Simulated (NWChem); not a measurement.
System: C₂H₃O, doublet; SMILES C[C]=O

Here is an NWChem input.

```
start job
memory heap 200 mb stack 900 mb global 1100 mb
geometry units angstroms noautosym nocenter noautoz
  C      0.102473     1.165886     0.000000
  C     -0.429450    -0.242817     0.000000
  O      0.173369    -1.272904     0.000000
  H     -0.296256     1.696967     0.887856
  H     -0.296256     1.696967    -0.887856
  H      1.214083     1.192052     0.000000
end
basis spherical
  C library pcj-1
  O library pcj-1
  H library pcj-1
end
dft
  odft
  mult 2
  xc b3lyp
  iterations 150
end
property
  hyperfine
end
task dft property
```

Output (shortened):

```
             Northwest Computational Chemistry Package (NWChem) 7.3.0
             --------------------------------------------------------

                             Geometry "geometry" -> ""
                             -------------------------

 Output coordinates in angstroms (scale by  1.889725989 to convert to a.u.)

  No.       Tag          Charge          X              Y              Z
 ---- ---------------- ---------- -------------- -------------- --------------
    1 C                    6.0000     0.10247300     1.16588600     0.00000000
    2 C                    6.0000    -0.42945000    -0.24281700     0.00000000
    3 O                    8.0000     0.17336900    -1.27290400     0.00000000
    4 H                    1.0000    -0.29625600     1.69696700     0.88785600
    5 H                    1.0000    -0.29625600     1.69696700    -0.88785600
    6 H                    1.0000     1.21408300     1.19205200     0.00000000

 Effective nuclear repulsion energy (a.u.)      62.5146835111

                              NWChem Property Module
                              ----------------------

  itol2e modified to match energy
  convergence criterion.

                                 NWChem DFT Module
                                 -----------------

 Summary of "ao basis" -> "ao basis" (spherical)
 ------------------------------------------------------------------------------
       Tag                 Description            Shells   Functions and Types
 ---------------- ------------------------------  ------  ---------------------
 C                           pcj-1                  11       27   5s4p2d
 O                           pcj-1                  11       27   5s4p2d
 H                           pcj-1                   6       10   4s2p

  itol2e modified to match energy
  convergence criterion.

            General Information
            -------------------
          SCF calculation type: DFT
          Wavefunction type:  spin polarized.
          No. of atoms     :     6
          No. of electrons :    23
           Alpha electrons :    12
            Beta electrons :    11
          Charge           :     0
          Spin multiplicity:     2
          Use of symmetry is: off; symmetry adaption is: off
          Maximum number of iterations: 150
          AO basis - number of functions:   111
                     number of shells:    51
          Convergence on energy requested:  1.00D-07
          Convergence on density requested:  1.00D-05
          Convergence on gradient requested:  5.00D-04

              XC Information
              --------------
                         B3LYP Method XC Potential
                     Hartree-Fock (Exact) Exchange  0.200
                        Slater Exchange Functional  0.800 local
                    Becke 1988 Exchange Functional  0.720 non-local
              Lee-Yang-Parr Correlation Functional  0.810
                  VWN I RPA Correlation Functional  0.190 local

             Grid Information
             ----------------
          Grid used for XC integration:  fine
          Radial quadrature: Mura-Knowles
          Angular quadrature: Lebedev.
          Tag              B.-S. Rad. Rad. Pts. Rad. Cut. Ang. Pts.
          ---              ---------- --------- --------- ---------
          C                   0.70       70           8.0       590
          O                   0.60       70          10.0       590
          H                   0.35       60           8.0       590
          Grid pruning is: on
          Number of quadrature shells:   390
          Spatial weights used:  Erf1

      Superposition of Atomic Density Guess
      -------------------------------------

 Sum of atomic energies:        -151.56648751

      Non-variational initial energy
      ------------------------------

 Total energy =    -152.792597
 1-e energy   =    -328.695094
 2-e energy   =     113.387813
 HOMO         =      -0.120147
 LUMO         =       0.005753

[...]

          ----------------------
          Hyperfine Interactions
          ----------------------

 Total Spin Density (Fermi Contact Term)
 ------------------ --------------------
     Atom            x         y         z       Density (a.u.)      Aiso(MHz)     Aiso(Gauss)
     1  13-C      0.19365   2.20321   0.00000       0.153611        172.688382      61.619405
     2  13-C     -0.81154  -0.45886   0.00000       0.326286        366.807571     130.885842
     3  17-O      0.32762  -2.40544   0.00000       0.063626        -38.570116     -13.762753
     4   1-H     -0.55984   3.20680   1.67780      -0.002042         -9.127615      -3.256955
     5   1-H     -0.55984   3.20680  -1.67780      -0.002042         -9.127622      -3.256957
     6   1-H      2.29428   2.25265   0.00000       0.013389         59.845745      21.354414

           -------------------------------------------
           Anisotropic Interaction (Spin-Dipolar Term)
           -------------------------------------------

 ------------------------------------------------------------
     Atom            x         y         z
 ------------------------------------------------------------
     1  13-C      0.19365   2.20321   0.00000

   Spin-Dipolar term (a.u.)
        xx             yy             zz             xy             xz             yz
 ------------------------------------------------------------------------------------------
      -0.062245       0.158551      -0.096306       0.107150      -0.000000      -0.000000

   Principal Comp. of -hf- tensor (au)            Anisotropic -hfcc- (MHz)               Anisotropic -hfcc- (Gauss)
 --------------------------------------------------------------------------------------------------------------------------
     -0.105694     0.201999    -0.096306     -14.183099    27.106389   -12.923290      -5.060874     9.672217    -4.611344

   Orientation of the principal axis of Hyperfine Tensor w.r.t absolute (molecular) frame
 --------------------------------------------------------------------------------------------------------------------------
      0.926710     0.375776    -0.000000
     -0.375776     0.926710     0.000000
      0.000000    -0.000000     1.000000

 ------------------------------------------------------------
     Atom            x         y         z
 ------------------------------------------------------------
     2  13-C     -0.81154  -0.45886   0.00000

   Spin-Dipolar term (a.u.)
        xx             yy             zz             xy             xz             yz
 ------------------------------------------------------------------------------------------
       0.730572      -0.370989      -0.359583       0.087673      -0.000000       0.000000

   Principal Comp. of -hf- tensor (au)            Anisotropic -hfcc- (MHz)               Anisotropic -hfcc- (Gauss)
 --------------------------------------------------------------------------------------------------------------------------
      0.737507    -0.377923    -0.359583      98.966328   -50.713658   -48.252670      35.313587   -18.095864   -17.217723

   Orientation of the principal axis of Hyperfine Tensor w.r.t absolute (molecular) frame
 --------------------------------------------------------------------------------------------------------------------------
      0.996887    -0.078846     0.000000
      0.078846     0.996887     0.000001
     -0.000000    -0.000001     1.000000

 ------------------------------------------------------------
     Atom            x         y         z
 ------------------------------------------------------------
     3  17-O      0.32762  -2.40544   0.00000

   Spin-Dipolar term (a.u.)
        xx             yy             zz             xy             xz             yz
 ------------------------------------------------------------------------------------------
       1.338150      -0.533202      -0.804948       0.594532      -0.000000      -0.000000

   Principal Comp. of -hf- tensor (au)            Anisotropic -hfcc- (MHz)               Anisotropic -hfcc- (Gauss)
 --------------------------------------------------------------------------------------------------------------------------
      1.511058    -0.706110    -0.804948    -109.339100    51.093609    58.245491     -39.014844    18.231439    20.783405

   Orientation of the principal axis of Hyperfine Tensor w.r.t absolute (molecular) frame
 --------------------------------------------------------------------------------------------------------------------------
      0.960216    -0.279260     0.000000
      0.279260     0.960216    -0.000000
     -0.000000     0.000000     1.000000

 ------------------------------------------------------------
     Atom            x         y         z
 ------------------------------------------------------------
     4   1-H     -0.55984   3.20680   1.67780

   Spin-Dipolar term (a.u.)
        xx             yy             zz             xy             xz             yz
 ------------------------------------------------------------------------------------------
      -0.011842       0.015193      -0.003351       0.001189      -0.002551       0.018622

   Principal Comp. of -hf- tensor (au)            Anisotropic -hfcc- (MHz)               Anisotropic -hfcc- (Gauss)
 --------------------------------------------------------------------------------------------------------------------------
     -0.010182     0.026727    -0.016544      -5.432830    14.260004    -8.827174      -1.938565     5.088315    -3.149750

   Orientation of the principal axis of Hyperfine Tensor w.r.t absolute (molecular) frame
 --------------------------------------------------------------------------------------------------------------------------
      0.859446    -0.008641     0.511153
      0.275668     0.849872    -0.449138
     -0.430534     0.526919     0.732801

[...]
```

Level: B3LYP/pcJ-1, spin-unrestricted, contact and dipolar terms. In the optimisation the excess spin sits in a' (Cs, its own frame). Structure relaxed at the PBE-D3(BJ)/def2-SVP, spin-unrestricted level. No stability test was run on the SCF state. B3LYP is NWChem's, with the RPA form of VWN correlation.
